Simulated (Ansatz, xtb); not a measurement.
A geometry optimisation of CH5BO+ with r2SCAN-D4/def2-SVP

The starting geometry of this gas-phase doublet was built from a drawn formula by distance geometry and a force field; its bonds are those of `B[OH+][CH2]`.

```xyz
8

C    -0.1695    2.0411   -2.1547
B    -1.4051    0.7064   -0.8217
O    -1.4780    1.7109   -1.8068
H    -1.9661   -0.3756   -0.9386
H    -0.9664    0.9004    0.2191
H    -1.8355    2.5218   -1.3615
H     0.2045    1.3420   -3.0093
H    -0.0259    3.0550   -2.4987
```

Q: Predict what it relaxes into with r2SCAN-D4/def2-SVP.

A: It keeps its bonds, and is `B[OH+][CH2]`.

The energy falls by 1.52 eV over 15 steps:

```tsv
step	E − E(last) (eV)
1	1.520
3	0.652
4	0.560
6	0.443
7	0.305
9	0.023
10	0.006
12	0.001
13	0.000
15	0.000
```

Final geometry (Å):

```xyz
8

C    -0.2708    2.0228   -2.5307
B    -1.4619    0.6599   -0.6866
O    -1.0598    1.8832   -1.3380
H    -1.1181   -0.3277   -1.2547
H    -2.0765    0.8404    0.3169
H    -1.2996    2.7341   -0.9113
H    -0.0528    1.0673   -3.0049
H    -0.3024    3.0219   -2.9629
```

From the same start GFN2-xTB ends elsewhere, differing in C1–B2 (1.62 against 2.58 Å here).

No frequencies were run, so the end isn't proven a minimum. Open shells are spin-unrestricted. Run with Ansatz 0.2.0, 41 s on 1 thread of Intel(R) Xeon(R) 6975P-C (Granite Rapids) (shared host).
